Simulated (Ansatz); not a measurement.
For rock-salt TiC, rVV10 in Ansatz (plane waves, PAW) gives:

| Item | Result |
|---|---|
| lattice parameter a | 4.356 Å |
| enthalpy of formation | -0.796 eV/atom |

Question: What does r²SCAN-D4 (Ansatz, a quantum-chemistry and plane-wave program, PAW) give for the same quantities?

Answer: 
- lattice constant a: 4.318 Å (decreases by 0.9 %)
- formation enthalpy: -1.021 eV/atom (moves by -0.225 eV/atom)

For comparison: lattice constant a 4.33 Å (measured, temperature not stated, no zero-point or thermal correction; as tabulated in Zhang et al. (2018), doi:10.1088/1367-2630/aac7f0); formation enthalpy -0.956 ± 0.02 eV/atom (measured, 298 K, copied from a table, unchecked, not corrected to a static lattice; as tabulated in Wang et al. (2021), doi:10.1038/s41598-021-94550-5).

Changes are worked out from the printed values.

Unless a cell is named, each level is at its own relaxed cell (rVV10 10.33, r²SCAN-D4 10.07 Å³/atom).

Ansatz's density-functional and Hartree–Fock values are scalar-relativistic unless marked +SOC, with PAW data made under PBE.
